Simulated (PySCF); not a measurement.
CH: energy against distance

Set-up: PySCF, no relativity, basis sets H pcseg-2, C pcseg-2. Energies in eV from H + C in their ground configurations at the same level. State: ²Π (doublet), unpaired electrons π ↑.

All columns are PBE0. A positive dipole means H(−)C(+).

| R (Å) | E (eV) | μ (D) | Mulliken charge on H (basis-dependent) | HOMO (eV) | LUMO (eV) | Mayer bond order | ⟨S²⟩ |
| --- | --- | --- | --- | --- | --- | --- | --- |
| 0.968 | -3.114 | -1.80 | 0.03 | -7.44 | -3.84 | 0.92 | 0.75 |
| 1.012 | -3.367 | -1.74 | 0.03 | -7.44 | -3.84 | 0.93 | 0.75 |
| 1.058 | -3.514 | -1.66 | 0.03 | -7.44 | -3.84 | 0.94 | 0.75 |
| 1.091 | -3.569 | -1.61 | 0.03 | -7.44 | -3.84 | 0.95 | 0.75 |
| 1.125 | -3.585 | -1.55 | 0.03 | -7.45 | -3.85 | 0.95 | 0.75 |
| 1.159 | -3.570 | -1.48 | 0.03 | -7.45 | -3.85 | 0.95 | 0.75 |
| 1.204 | -3.511 | -1.39 | 0.03 | -7.47 | -3.87 | 0.96 | 0.75 |
| 1.260 | -3.388 | -1.28 | 0.04 | -7.49 | -3.88 | 0.96 | 0.75 |
| 1.327 | -3.190 | -1.13 | 0.04 | -7.53 | -3.91 | 0.96 | 0.75 |
| 1.417 | -2.873 | -0.93 | 0.03 | -7.59 | -3.96 | 0.97 | 0.75 |

A fit through these points gives, at Re = 1.125 Å, μ = -1.55 D and dμ/dR = 1.84 D/Å; the reduced mass is 0.9297 u.

**Question.** How strong is the fundamental in the double-harmonic approximation, I = 42.26·(dμ/dR)²/μred km/mol?

**Answer.** I = 42.26·(1.84)²/0.9297 = 154 km/mol at PBE0.

The state is the lowest determinant that a PBE0 search found; another state may lie lower at other levels.
